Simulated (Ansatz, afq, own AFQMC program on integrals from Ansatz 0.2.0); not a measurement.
ZrB, quartet: AFQMC among the cluster methods

```xyz
2

Zr    0.0000    0.0000    0.0000
B     0.0000    0.0000    1.5860
```

Basis def2-SVP with its core potentials. Noble-gas cores (and the filled d shells of Ga–Kr and In–Xe) are frozen. Ansatz 0.2.0 and our own AFQMC program on the same integrals; the CISD trial comes from CCSD amplitudes, and released means the phaseless constraint is let go. Free projection: walkers drawn from exp(T), propagated without any constraint. Its projection time is finite, and what remains of the start isn't in its error. ± is one standard error of the sampling. No spin–orbit coupling. The metal's outer-core s and p shells are frozen, which shifts wave-function levels against functionals.

Determinant: UHF, the one that the program's search chose, which needn't be the lowest solution. The geometry is a point of a scan.

No full CI on the walks' own integrals is used here; CCSDT(Q) serves as the reference and is uncertain by about the last step of the cluster series.

Cautions: no spin-orbit coupling; outer-core shells of the metal frozen; lower spins were not checked; higher spins were not checked.

* T1 diagnostic: 0.0389
* weight of the determinant in the CISD state: 0.877
* ⟨S²⟩ of the determinant: 3.769
* size of the correlated space: 7 electrons in 40 orbitals

Reference: CCSDT(Q), correlation energy -4.042 eV. The released energy is read at 3.00 1/Eh, later times being too noisy (meV from the phaseless value at times in 1/Eh: -22 ± 15 at 0.60, -22 ± 14 at 1.20, -53 ± 17 at 2.00, -49 ± 22 at 3.00, -41 ± 23 at 4.20).

```
         level  E − E(reference) (kJ/mol)  share of correlation (%)
            HF                      390.0                      0.00
           MP2                       73.8                     81.08
          CCSD                       24.7                     93.67
       CCSD(T)                        5.8                     98.52
         CCSDT                        1.8                     99.55
   ph-AFQMC/HF                 21.2 ± 6.3                     94.57
 ph-AFQMC/CISD                  6.5 ± 1.1                     98.33
released AFQMC                  1.7 ± 2.1                     99.56
    free AFQMC                  1.5 ± 1.4                     99.61
```

Free projections are given only where their last times agree within the noise and don't stop above the reference; a slow remainder of the start can still hide under it. A walk keeps the symmetry of its determinant, which the program's search chose and which needn't be the lowest solution, so a lower state of the same spin and another symmetry isn't excluded. Released energies are given only where the last usable release times agree within the noise; a slower fall can still hide under it.
